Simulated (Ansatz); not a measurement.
Consider the hydrogen abstraction from the Si–H bond: `Cl[SiH2]Cl` + `[CH3]`• → `Cl[SiH]Cl`• + CH₄.

Calculated with Ansatz (gas phase, PBE0-D4/def2-TZVP geometries, no zero-point term in ΔE). CCSD(T)/CBS is the MP2 limit (def2-TZVPP, def2-QZVPP) plus CCSD(T) − MP2 in def2-TZVPP, frozen cores. This one scheme is used for every species. No spin–orbit coupling; open shells (•) take unrestricted orbitals.

`Cl[SiH2]Cl`:

```xyz
5

Cl   -1.411    0.861    1.060
Si    0.035    0.047   -0.128
Cl    0.897   -1.547    0.809
H     1.074    1.067   -0.367
H    -0.596   -0.428   -1.374
```

`[CH3]`•:

Z-matrix (Å, degrees):
```
C
H 1 1.080
H 1 1.080 2 120.0
H 1 1.080 2 120.0 3 180.0
```

`Cl[SiH]Cl`•:

Cartesian coordinates in Å:
```
Cl 0.912 0.595 1.532
Si -0.042 0.415 -0.270
Cl 0.626 -1.249 -1.258
H -1.496 0.239 -0.005
```

CH₄:

Z-matrix (Å, degrees):
```
C
H 1 1.090
H 1 1.090 2 109.5
H 1 1.090 2 109.5 3 -120.0
H 1 1.090 2 109.5 3 120.0
```

| species | MP2/def2-QZVPP energy (Eh) |
| --- | --- |
| `Cl[SiH2]Cl` | -1209.82280 |
| `[CH3]`• | -39.74877 |
| `Cl[SiH]Cl`• | -1209.17196 |
| CH₄ | -40.42633 |

(1) Work out ΔE.

Largest T1 diagnostic among the species: 0.012.

Results:

(1) ΔE = (-1209.17196) + (-40.42633) − (-1209.82280) − (-39.74877) = -0.02672 Eh = -70.2 kJ/mol. CCSD(T)/CBS gives -64.1 kJ/mol.

From r2SCAN to r2SCAN0 (25 % exact exchange), in def2-TZVPP and without D4, ΔE moves by +4.7 kJ/mol. Leaving LDA and LC-ωPBE aside and taking each functional with its dispersion term where it has one, the values, not all of them listed here, spread over 29.1 kJ/mol, from PBE-D4 to BHLYP-D4. LDA lies −16.3 kJ/mol from PBE without D4.
